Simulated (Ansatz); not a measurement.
## Worked example: HB–AlH, triplet against HB–AlH, singlet

Geometry (PBE0/def2-TZVP stationary point of a singlet), kept for both states (HB–AlH, singlet: A'; HB–AlH, triplet: A''):

```xyz
4

B     0.0000   -0.2366    1.4274
Al    0.0000    0.1163   -0.5970
H     0.0000    0.3668    2.4614
H     0.0000   -0.9435   -1.7892
```

Basis 6-31G; Ansatz 0.2.0. Correlated methods freeze the noble-gas cores. R marks a restricted (for open shells ROHF) determinant, U an unrestricted one.

Full CI is exact within this basis and frozen core; it isn't the basis-set limit. The frozen core follows each run's orbitals, which can shift R against U totals by a few meV.

Unrestricted rows (U, and Kohn–Sham where it breaks symmetry) aren't spin-pure: their determinants' ⟨S²⟩ exceeds S(S+1) by up to 0.88, so they mix in states of higher spin. Coupled cluster chose its determinant by a search with trial CCSD, here up to 0.24 eV above the lowest Hartree–Fock solution of its kind, and MP2 stands on that determinant too.

```json
{"level": "UMP2", "E(HB–AlH, singlet) (hartree)": "-267.661308", "E(HB–AlH, triplet) (hartree)": "-267.667722"}
{"level": "UCCSD(T)", "E(HB–AlH, singlet) (hartree)": "-267.697933", "E(HB–AlH, triplet) (hartree)": "-267.698939"}
{"level": "PBE", "E(HB–AlH, singlet) (hartree)": "-268.116931", "E(HB–AlH, triplet) (hartree)": "-268.120647"}
{"level": "wB97M-V", "E(HB–AlH, singlet) (hartree)": "-268.253203", "E(HB–AlH, triplet) (hartree)": "-268.256266"}
{"level": "full CI", "E(HB–AlH, singlet) (hartree)": "-267.699130", "E(HB–AlH, triplet) (hartree)": "-267.700296"}
```

Give the vertical gap, HB–AlH triplet less HB–AlH singlet, at each level in eV (1 hartree = 27.2114 eV), and each error against full CI.

full CI: (-267.700296 − (-267.699130)) × 27.2114 = -0.032 eV (the reference)
wB97M-V: (-268.256266 − (-268.253203)) × 27.2114 = -0.083 eV, error -0.051 eV
PBE: (-268.120647 − (-268.116931)) × 27.2114 = -0.101 eV, error -0.069 eV
UCCSD(T): (-267.698939 − (-267.697933)) × 27.2114 = -0.027 eV, error 0.005 eV
UMP2: (-267.667722 − (-267.661308)) × 27.2114 = -0.175 eV, error -0.143 eV

Total energies of functionals can't be set beside those of wave-function methods, since they hold the core's correlation and their own absolute errors; only the differences compare.

The set has no polarisation functions, so the order and spacing of states can differ from the basis-set limit.

In so small a basis the reference is far from its limit while semilocal and hybrid functionals are nearer theirs, so the functionals' errors here hold much of the reference's basis and frozen-core error, which can add to them or hide them.

Each level lands on the state that its own search finds. T1 diagnostics of restricted CCSD: 0.030 and 0.065.
